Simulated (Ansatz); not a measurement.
Program: Ansatz 0.2.0.

A structure relaxed at PBE0-D4/def2-TZVP, charge 0, multiplicity 2:

```xyz
5

O     0.3653    1.2371    0.3055
C     0.0037    0.0003    0.0199
F    -1.2437   -0.1027   -0.4789
F     0.8219   -0.6205   -0.8521
H     0.0528   -0.5142    1.0056
```

**Question.** Give its formula and SMILES.

**Answer.** CHF2O, `[O]C(F)F`.

**Question.** Point group (tolerance 0.08 Å, 0.16 Å for H)?

**Answer.** Cs.

**Question.** Summarise the bond lengths by kind.

**Answer.** 1 × C–O 1.320 Å; 2 × C–F 1.347 Å; 1 × C–H 1.113 Å.
